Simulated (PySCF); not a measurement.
## Partners of water

Gas-phase complexes of water, each in one structure from a short search with a few starts, optimised by PBE0-D3(BJ)/def2-TZVPD; other ways of binding may lie lower. Energies in kcal/mol, CCSD(T) at its estimated basis limit, counterpoise-corrected (PySCF): interaction is complex less parts frozen as they stand in it. Contacts are written partner···water; electrostatic, Pauli and orbital are terms of the uncorrected MP2 energy, whose rest is dispersion or correlation. The CCSD(T) estimate is Hartree-Fock/aug-cc-pVQZ, plus the MP2 correlation part extrapolated as X⁻³ from aug-cc-pVTZ and aug-cc-pVQZ, plus CCSD(T) less MP2 in aug-cc-pVDZ; noble-gas cores are frozen. It isn't the exact limit.

2 other partners are left out, for which the search missed the form known or expected to bind best.

Frequency runs check only 3 of the 6 structures; an imaginary mode is left, so that the point isn't a minimum, in the complex with methane (85i cm⁻¹). 1 further partner within 0.25 kcal/mol of a listed one is not ranked.

Question: Order these partners of water by interaction energy, strongest first: methane, hydrogen chloride, silanol, methylamine, carbon monoxide, carbon disulfide.

Answer: methylamine (-7.2), silanol (-6.5), hydrogen chloride (-5.4), carbon monoxide (-1.8), carbon disulfide (-1.4), methane (-0.6).
| partner | contact | distance (Å) | interaction | electrostatic | Pauli | orbital |
| --- | --- | --- | --- | --- | --- | --- |
| methylamine | N···H | 1.90 | -7.2 | -13.9 | 14.7 | -5.3 |
| silanol | H···O | 1.84 | -6.5 | -10.8 | 10.1 | -3.8 |
| hydrogen chloride | H···O | 1.81 | -5.4 | -11.6 | 13.9 | -5.4 |
| carbon monoxide | C···H | 2.33 | -1.8 | -2.7 | 3.4 | -1.0 |
| carbon disulfide | S···H | 2.71 | -1.4 | -1.0 | 2.4 | -1.0 |
| methane | H···H | 2.46 | -0.6 | -0.6 | 1.0 | -0.2 |
